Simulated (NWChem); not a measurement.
Molecule: phosphine (PH3); SMILES P

Computed with NWChem. Pople sets run with spherical d functions. The level has its own optimisation; frequencies are unscaled.

Problem. What does the run give for Hartree-Fock/6-31G*? Quantities: r H–P (Å); highest harmonic frequency (cm⁻¹); lowest (cm⁻¹); zero-point energy (kcal/mol); dipole (D).

Solution. 
```json
{
  "r H–P (Å)": "1.403",
  "highest harmonic frequency (cm⁻¹)": "2604",
  "lowest (cm⁻¹)": "1140",
  "zero-point energy (kcal/mol)": "16.4",
  "dipole (D)": "0.88"
}
```
